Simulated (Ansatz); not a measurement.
**singlet [AlNH3]+ at 6 levels**

We compute a comparison of 6 runs (B3LYP/6-31G*, PBE0/cc-pVTZ, RPA@PBE0/cc-pVTZ, MP2/cc-pVTZ, CCSD/cc-pVTZ, CCSD(T)/cc-pVTZ) of singlet [AlNH3]+. 

The calculation is run with Ansatz 0.2.0.

41 further runs of the same task are left out: 41 set aside as unsound or not needed.

**1. The structure to begin with**

The species is [AlNH3]+ (5 atoms), meant as a singlet with charge +1. As SMILES of the parent species, `[NH2][AlH]`. The shape is that of a PBE0-D4/def2-TZVP optimisation. This is one conformer, not always the lowest. That shape belongs to the parent species and isn't relaxed for this state.

Bond lengths: N1–Al2 1.774 Å, N1–H3 1.007 Å, N1–H4 1.009 Å, Al2–H5 1.604 Å. Angles: N1–Al2–H5 115.7°, Al2–N1–H3 125.4°, Al2–N1–H4 124.3°, H3–N1–H4 110.2°.

**2. The energy at B3LYP/6-31G(d) (Cartesian functions) (run 1)**

run.yaml reads:

```yaml
crystal:
  periodic: [false, false, false]
  atoms:
    - {symbol: "N", position_ang: [-0.116600, -0.660800, 0.175100]}
    - {symbol: Al, position_ang: [0.836600, 0.833900, 0.120800]}
    - {symbol: H, position_ang: [0.148500, -1.505300, 0.655500]}
    - {symbol: H, position_ang: [-1.010300, -0.782800, -0.277400]}
    - {symbol: H, position_ang: [0.191800, 2.041400, -0.715400]}
basis:
  gaussian:
    orbitals: "6-31G*"
accuracy: high
total_charge: 1
hamiltonian:
  xc: {name: B3LYP}
output: {orbitals: {seedname: orbitals}}
```

The run is started by

```bash
$ ansatz run run.yaml --threads 1 --pin off --max-ram 3480MiB --events-out events.jsonl --progress --plain --runs-dir runs
```

The program printed:

```text
Warning: RAYON_NUM_THREADS=1 ignored (pool sized by the plan → 1); use --threads N
Functional definition: B3LYP
  name "B3LYP"
  parameter a0 = 0.2
  parameter ax = 0.72
  parameter ac = 0.81
  exchange = (1 - a0 - ax)*slater_x + ax*b88_x + a0*exact_x
  correlation = (1 - ac)*vwn_rpa_c + ac*lyp_c
815 factors; integrals over basis functions are off by at most 3.1e-9 eV
mean field evaluation 1: about -8108.3959 eV, gradient 9.5e1 eV
mean field evaluation 2: about -8019.9914 eV, gradient 1.5e2 eV
mean field evaluation 4: about -8127.4831 eV, gradient 4.6e0 eV
mean field evaluation 8: about -8127.5707 eV, gradient 3.9e-1 eV
mean field evaluation 16: about -8127.5714 eV, gradient 1.2e-5 eV
mean field -8127.57136411 eV, -298.6827385652 hartree, gradient 6.4e-8 eV, S^2 0.000000; 0 other end points of the search recorded, 0 dependent functions left out
reference -8127.57139672 eV, -298.6827397638 hartree; 11, 11 occupied and 29, 29 virtual orbitals, 815 factors
Total energy: -8127.57139672 eV, -298.6827397638 hartree
```

Wall time 0.97 s (1 thread of Intel Xeon 6975P-C (Granite Rapids), shared host); peak memory 0.12 GiB.

**3. The energy at PBE0/cc-pVTZ (run 2)**

molecule.yaml reads:

```yaml
crystal:
  periodic: [false, false, false]
  atoms:
    - {symbol: "N", position_ang: [-0.116600, -0.660800, 0.175100]}
    - {symbol: Al, position_ang: [0.836600, 0.833900, 0.120800]}
    - {symbol: H, position_ang: [0.148500, -1.505300, 0.655500]}
    - {symbol: H, position_ang: [-1.010300, -0.782800, -0.277400]}
    - {symbol: H, position_ang: [0.191800, 2.041400, -0.715400]}
basis:
  gaussian:
    orbitals: cc-pVTZ
total_charge: 1
hamiltonian:
  xc: {name: PBE0}
accuracy: high
output:
  orbitals: {seedname: orbitals}
```

The run is started by

```bash
$ ansatz run molecule.yaml --threads 1 --pin off --max-ram 3480MiB --events-out events.jsonl --progress --plain --runs-dir runs
```

The program printed:

```text
Warning: RAYON_NUM_THREADS=1 ignored (pool sized by the plan → 1); use --threads N
Functional definition: PBE0
  name "PBE0"
  parameter a = 0.25
  parameter kappa = 0.804
  parameter beta = 0.06672455060314922
  exchange = (1 - a)*pbe_x(kappa = kappa, mu = beta*pi^2/3) + a*exact_x
  correlation = pbe_c(beta = beta)
1796 factors; integrals over basis functions are off by at most 2.9e-9 eV
mean field evaluation 1: about -8104.7997 eV, gradient 9.9e1 eV
mean field evaluation 2: about -8049.2038 eV, gradient 1.4e2 eV
mean field evaluation 4: about -8123.3973 eV, gradient 3.3e0 eV
mean field evaluation 8: about -8123.4333 eV, gradient 1.3e-1 eV
mean field evaluation 16: about -8123.4333 eV, gradient 3.9e-6 eV
mean field -8123.43334418 eV, -298.5306691377 hartree, gradient 4.4e-8 eV, S^2 0.000000; 0 other end points of the search recorded, 0 dependent functions left out
reference -8123.43334686 eV, -298.5306692364 hartree; 11, 11 occupied and 95, 95 virtual orbitals, 1796 factors
Total energy: -8123.43334686 eV, -298.5306692364 hartree
```

Wall time 2.9 s (1 thread of Intel Xeon 6975P-C (Granite Rapids), shared host); peak memory 0.27 GiB.

Runs 3 to 4 aren't shown in full; the table further down has their settings and results.

**4. A single-point energy at CCSD/cc-pVTZ (run 5)**

run.yaml, as its differences from that of step 2:

```diff
@@ -10,7 +10,9 @@
   gaussian:
-    orbitals: "6-31G*"
+    orbitals: cc-pVTZ
+total_charge: 1
+correlation:
+  method: ccsd
+  frozen_orbitals: {Al: 5, H: 0, "N": 1}
 accuracy: high
-total_charge: 1
-hamiltonian:
-  xc: {name: B3LYP}
-output: {orbitals: {seedname: orbitals}}
+scf:
+  omitted_lower_state_checks: [cluster_reference, increment]
```

The run is started by

```bash
$ ansatz run run.yaml --threads 1 --pin off --max-ram 3480MiB --events-out events.jsonl --progress --plain --runs-dir runs
```

The program printed:

```text
Warning: RAYON_NUM_THREADS=1 ignored (pool sized by the plan → 1); use --threads N
[... 11 lines left out ...]
6 core orbitals not correlated: weight in the atoms' cores, before any rotation towards them, 1.000 or more for the frozen orbitals, at most 0.000 for the correlated occupied ones
[... 26 lines left out ...]
Total energy: -8113.37668476 eV, -298.1610937208 hartree
Checks for a lower state left out: cluster_reference, increment
```

Wall time 9 s (1 thread of Intel Xeon 6975P-C (Granite Rapids), shared host); peak memory 0.8 GiB.

**5. The energy at CCSD(T)/cc-pVTZ (run 6)**

job.yaml reads:

```yaml
crystal:
  periodic: [false, false, false]
  atoms:
    - {symbol: "N", position_ang: [-0.116600, -0.660800, 0.175100]}
    - {symbol: Al, position_ang: [0.836600, 0.833900, 0.120800]}
    - {symbol: H, position_ang: [0.148500, -1.505300, 0.655500]}
    - {symbol: H, position_ang: [-1.010300, -0.782800, -0.277400]}
    - {symbol: H, position_ang: [0.191800, 2.041400, -0.715400]}
basis:
  gaussian:
    orbitals: cc-pVTZ
total_charge: 1
correlation:
  method: ccsd_t
  frozen_orbitals: {Al: 5, H: 0, "N": 1}
accuracy: high
scf:
  omitted_lower_state_checks: [cluster_reference, increment]
```

The run is started by

```bash
$ ansatz run job.yaml --threads 1 --pin off --max-ram 3480MiB --events-out events.jsonl --progress --plain --runs-dir runs
```

The program printed:

```text
Warning: RAYON_NUM_THREADS=1 ignored (pool sized by the plan → 1); use --threads N
[... 11 lines left out ...]
6 core orbitals not correlated: weight in the atoms' cores, before any rotation towards them, 1.000 or more for the frozen orbitals, at most 0.000 for the correlated occupied ones
[... 27 lines left out ...]
Total energy: -8113.66905830 eV, -298.1718382502 hartree
Checks for a lower state left out: cluster_reference, increment
```

It took 11 s on 1 thread of Intel Xeon 6975P-C (Granite Rapids), shared host; peak memory 0.8 GiB.

**6. Overview of the runs**

| run | level | Cartesian functions | frozen core orbitals | energy (Eh) | wall time |
| --- | --- | --- | --- | --- | --- |
| 1 | B3LYP/6-31G* (Cartesian functions) | yes | – | -298.682740 | 0.97 s |
| 2 | PBE0/cc-pVTZ | no | – | -298.530669 | 2.9 s |
| 3 | RPA@PBE0/cc-pVTZ | no | 6 | -298.286279 | 5.7 s |
| 4 | MP2/cc-pVTZ | no | 6 | -298.143400 | 1.9 s |
| 5 | CCSD/cc-pVTZ | no | 6 | -298.161094 | 9 s |
| 6 | CCSD(T)/cc-pVTZ | no | 6 | -298.171838 | 11 s |

**7. Outcome**

| quantity | value |
| --- | --- |
| run 6: total energy | -298.17184 Eh |
| run 6: correlation energy (6 core orbitals frozen) | -306.8 mEh |
| run 6: (T) correction | -10.74 mEh |
| run 6: T1 diagnostic | 0.016 |

In words: Totals of different functionals can't be ranked against each other. All runs together took 32 s, the longest 11 s.
